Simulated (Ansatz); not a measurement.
in.yaml

```yaml
crystal:
  periodic: [false, false, false]
  atoms:
    - {symbol: Al, position_ang: [0.000000, -0.021461, 1.311465]}
    - {symbol: P, position_ang: [0.000000, -0.129948, -1.077754]}
    - {symbol: H, position_ang: [0.000000, 4.567777, -1.987482]}
basis:
  gaussian: {orbitals: 6-31G}
magnetization: {spin_polarized: false, initial_magnetization: 3}
correlation: {method: ccsdt, electrons: valence}
scf: {lower_state_search: full}
output: {forces: true}
```

```sh
$ ansatz run in.yaml --threads 1 --pin off --events-out ev --progress --plain --max-ram 2393MiB
```

Output:

```
542 factors; integrals over basis functions are off by at most 1.1e-7 eV
mean field evaluation 1: about -15863.8766 eV, gradient 9.9e0 eV
mean field evaluation 2: about -15863.8788 eV, gradient 9.9e0 eV
mean field evaluation 4: about -15865.1648 eV, gradient 1.6e0 eV
mean field evaluation 8: about -15865.2296 eV, gradient 3.2e-1 eV
mean field evaluation 16: about -15865.2405 eV, gradient 9.6e-3 eV
mean field evaluation 32: about -15865.1607 eV, gradient 1.6e0 eV
mean field evaluation 64: about -15865.7641 eV, gradient 2.5e-1 eV
mean field evaluation 96: about -15865.2399 eV, gradient 5.1e-5 eV
mean field evaluation 128: about -15864.9841 eV, gradient 3.7e0 eV
mean field evaluation 160: about -15865.1834 eV, gradient 1.3e0 eV
...
cycle  25  -2.52011684 eV  change    1.1e-5 eV  update   2.8e-5
cycle  26  -2.52012249 eV  change   -5.7e-6 eV  update   2.3e-5
cycle  27  -2.52013407 eV  change   -1.2e-5 eV  update   1.5e-5
cycle  28  -2.52013924 eV  change   -5.2e-6 eV  update   1.0e-5
cycle  29  -2.52013383 eV  change    5.4e-6 eV  update   7.3e-6
cycle  30  -2.52012899 eV  change    4.8e-6 eV  update   5.1e-6
cycle  31  -2.52012799 eV  change    1.0e-6 eV  update   3.8e-6
cycle  32  -2.52013056 eV  change   -2.6e-6 eV  update   2.8e-6
cycle  33  -2.52013163 eV  change   -1.1e-6 eV  update   1.5e-6
cycle  34  -2.52013185 eV  change   -2.2e-7 eV  update   1.0e-6
the calculation of the forces begins
Total energy: -15867.76056307 eV, -583.1294451385 hartree
Atom 0 at     0.000000    -0.021461     1.311465 Å, force     0.000000    -0.011089    -0.255677 eV/Å
Atom 1 at     0.000000    -0.129948    -1.077754 Å, force    -0.000000     0.012083     0.255220 eV/Å
Atom 2 at     0.000000     4.567777    -1.987482 Å, force     0.000000    -0.000994     0.000457 eV/Å
Dipole moment:     0.000000     0.018028     0.515518 e Å
```

Forces (eV/Å):
```
Al   0.000 -0.011 -0.256
P    0.000  0.012  0.255
H    0.000 -0.001  0.000
```

Ran on 1 thread of Arm Neoverse V2, shared host: 10 s wall, 0.24 GiB peak host memory.
